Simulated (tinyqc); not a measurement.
Worked calculation: geometry optimisation on the RHF/sto-3g surface (energies and gradients from PySCF), for H2F+, spin multiplicity 1. One step of it, computed by the program tinyqc.

Question. Step 2: move. Quasi-Newton step p = -H^(-1) g (the inverse Hessian comes from BFGS updates; coordinates in the order x, y, z of each atom); steps longer than 0.5 bohr are cut back.

positions after step 1 (bohr):
```
            x          y         z
1F   0.017516  -0.107039  0.025422
2H  -0.031876   1.532460  1.039010
3H  -0.036663  -1.497231  1.135209
```

gradient (hartree/bohr):
```
              x            y            z
1F   0.00021394  -0.07511457  -0.00443323
2H  -0.00138028   0.03869367   0.02832034
3H   0.00116635   0.03642090  -0.02388711
```

inverse Hessian in use (bohr^2/hartree), lower triangle:
```
           1          2          3          4          5          6          7         8
1   1.666667
2   0.001674   1.098325
3  -0.000009  -0.034677   1.666824
4   0.000029  -0.010462  -0.000601   1.666475
5  -0.000458   0.297029   0.009579   0.005327   1.543545
6  -0.000595   0.214666   0.012326   0.003939  -0.109289   1.585848
7  -0.000029   0.008788   0.000610   0.000163  -0.004869  -0.003344   1.666533
8  -0.001216   0.271313   0.025098   0.005135  -0.173908  -0.105377  -0.003919  1.569262
9   0.000603  -0.179989  -0.012483  -0.003338   0.099710   0.068493   0.002735  0.080279

          9
9  1.610657
```

Give: positions after step 2.

Answer.

positions after step 2 (bohr):
```
          x        y       z
1F   0.0174  -0.0565  0.0283
2H  -0.0309   1.5069  1.0200
3H  -0.0375  -1.5223  1.1514
```
